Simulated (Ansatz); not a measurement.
`CCCCF`, relaxed with RKS PBE-D4/def2-SVP in Ansatz from a rough embedded geometry. The force threshold is 0.03 eV/Å; the program also tests the step.

Total charge 0; spin multiplicity 1.

Start:

```xyz
14

C    -1.272   -0.504    0.967
C    -0.903   -0.016   -0.434
C     0.398    0.756   -0.545
C     1.618   -0.102   -0.186
F     2.719    0.638   -0.409
H    -2.259   -0.945    1.039
H    -1.297    0.372    1.680
H    -0.565   -1.248    1.300
H    -1.753    0.657   -0.829
H    -0.911   -0.894   -1.106
H     0.376    1.593    0.074
H     0.507    1.145   -1.539
H     1.626   -0.471    0.844
H     1.716   -0.981   -0.856
```

**Question.** How much energy does the relaxation release, and in how many steps? (An estimate is asked.)

**Answer.** The calculation gave: 28.34 kJ/mol, in 3 steps.

**Question.** Which bonds change most? (Estimate.)

**Answer.** The calculation gave: C3–H11 from 1.042 to 1.112 Å; C4–F5 from 1.345 to 1.389 Å; C2–H9 from 1.154 to 1.111 Å; C3–H12 from 1.073 to 1.111 Å.

**Question.** Give the relaxed structure. (Estimate.)

**Answer.** Ansatz gave: 
```xyz
14

C    -1.282   -0.493    0.976
C    -0.928   -0.021   -0.438
C     0.398    0.743   -0.546
C     1.625   -0.095   -0.217
F     2.781    0.651   -0.405
H    -2.285   -0.966    1.003
H    -1.296    0.357    1.691
H    -0.560   -1.239    1.367
H    -1.740    0.635   -0.816
H    -0.908   -0.894   -1.129
H     0.387    1.629    0.127
H     0.526    1.135   -1.577
H     1.609   -0.448    0.839
H     1.673   -0.994   -0.875
```
